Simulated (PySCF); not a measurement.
# C₄H₆O₂: NMR shifts and spin-spin couplings

What NMR shifts and spin-spin couplings should C₄H₆O₂ (`COC(C)=C=O`) show?

Computed with PySCF 2.14.0, with density-fitted response routines of our own, on a single molecule in the gas phase. Atoms are numbered from 0 throughout.

### Step 1. The starting structure

12 atoms, charge 0, multiplicity 1; geometry from: GFN2-xTB, dihedral held. The dihedral C3–C2–O1–C0 is held at 150°.

Bonds of the start (Å): C0–O1 1.41, O1–C2 1.39, C2–C3 1.51, C2–C4 1.30, C4–O5 1.17, C0–H6 1.09, C0–H7 1.10, C0–H8 1.10, C3–H9 1.09, C3–H10 1.09, C3–H11 1.09.

### Step 2. Nuclear shieldings: PBE0/pcSseg-1

Job settings and geometry (Å):

```
{"job": {"kind": "nmr", "xc": "PBE0", "basis": "pcSseg-1", "pop": false}, "charge": 0, "multiplicity": 1}
C      1.710226    -0.598262    -0.676870
O      0.358258    -0.868361    -0.402652
C     -0.386328     0.221191     0.032019
C     -1.846799     0.174234    -0.338519
C      0.084223     1.220821     0.721525
O      0.442678     2.178589     1.297220
H      2.126496    -1.521623    -1.075373
H      1.816337     0.203275    -1.415910
H      2.255203    -0.315794     0.231564
H     -1.946247     0.171265    -1.422827
H     -2.371182     1.032437     0.070709
H     -2.290653    -0.740315     0.050857
```

With the program's defaults for keys left out, this is: GIAO PBE0/pcSseg-1 NMR shielding, non-relativistic, gas phase.

**Question.** This job is followed by: B3LYP/pcJ-1 indirect spin-spin coupling, non-relativistic, gas phase. What will the session give for the following? 13C shifts against TMS (PBE0/pcSseg-1); 1H shifts against TMS (PBE0/pcSseg-1); 17O shifts against H2O (PBE0/pcSseg-1); largest coupling of the table (B3LYP/pcJ-1).

The runs gave:

```
                                   quantity                                   value
     13C shifts against TMS (PBE0/pcSseg-1)             254.9, 92.0, 59.8, 16.5 ppm
      1H shifts against TMS (PBE0/pcSseg-1)  4.03, 3.30, 3.13, 2.50, 2.43, 1.53 ppm
     17O shifts against H2O (PBE0/pcSseg-1)                         558.2, -9.3 ppm
largest coupling of the table (B3LYP/pcJ-1)                 1J(C,H) C0–H6, 149.7 Hz
```

What this shows: Shifts at one fixed geometry are not the observed spectrum, which averages over the motion. The geometry holds a dihedral fixed, so it need not be a minimum. At PBE0/pcSseg-1: The widest tensor belongs to O5: span 844 ppm, with a paramagnetic part of -625 ppm. Of the pairs tabulated at B3LYP/pcJ-1, C0–H6 couples most strongly (149.7 Hz; Fermi contact 148.8 Hz).
